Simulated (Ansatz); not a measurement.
C6H6 can be A, `C12C3C1C1C2C31`, or B, `C1=CC2C=CC12`.

Gas-phase electronic energies from Ansatz, PBE0-D4/def2-TZVP geometries. CBS: MP2 limit from def2 TZ/QZ plus the TZ coupled-cluster correction, frozen cores. DFT in def2-TZVPP.

A:

Z-matrix (Å, degrees):
```
C
C 1 1.547
C 1 1.512 2 90.0
C 1 1.512 2 90.0 3 -60.0
H 1 1.081 2 132.8 3 150.0
C 2 1.512 1 90.0 3 -0.0
C 2 1.512 1 90.0 3 60.0
H 2 1.081 1 132.8 3 -150.0
H 3 1.081 1 129.4 2 151.6
H 4 1.081 1 129.4 2 -151.6
H 6 1.081 2 129.4 1 -151.6
H 7 1.081 2 129.5 1 151.6
```

B:

Z-matrix (Å, degrees):
```
C
C 1 1.518
C 1 1.518 2 117.0
C 1 1.562 2 85.7 3 82.9
H 1 1.090 2 118.8 3 -153.8
C 2 1.333 1 94.3 3 -82.9
H 2 1.084 1 131.8 3 93.8
C 3 1.333 1 94.3 2 82.9
H 3 1.084 1 131.9 2 -93.8
H 4 1.090 1 121.0 2 121.2
H 6 1.084 2 133.7 1 176.6
H 8 1.084 3 133.7 1 -176.6
```

Problem. Which isomer does CCSD(T)/CBS put lower? Give the gap. (Best estimate.)

Solution. Ansatz gave: B, by 37.4 kcal/mol.

Problem. Give E(B) − E(A) in kcal/mol with ωB97M-V, PBE0-D4, MP2/def2-TZVPP, CCSD/def2-TZVPP, LDA (SPW92), CCSD(T)/def2-SVP, HF/def2-TZVPP. (Best estimate.)

Solution. The calculation gave: ωB97M-V -32.8, PBE0-D4 -30.1, MP2/def2-TZVPP -34.1, CCSD/def2-TZVPP -36.3, LDA (SPW92) -27.2, CCSD(T)/def2-SVP -37.1, HF/def2-TZVPP -40.9. None reverses the order clearly.

Problem. Does the order hold for the free energy at 298.15 K (harmonic terms from PBE0-D4)? (Best estimate.)

Solution. Ansatz gave: Yes: G(B) − G(A) = -38.4 kcal/mol.

Largest T1 diagnostic: 0.011.

In def2-TZVPP, CCSD(T) changes the Hartree–Fock value by +3.8 kcal/mol (the triples alone add −0.8 kcal/mol) and MP2 by +6.7 kcal/mol. From r2SCAN to r2SCAN0 (25 % exact exchange), in def2-TZVPP and without D4, E(B) − E(A) moves by +2.7 kcal/mol.
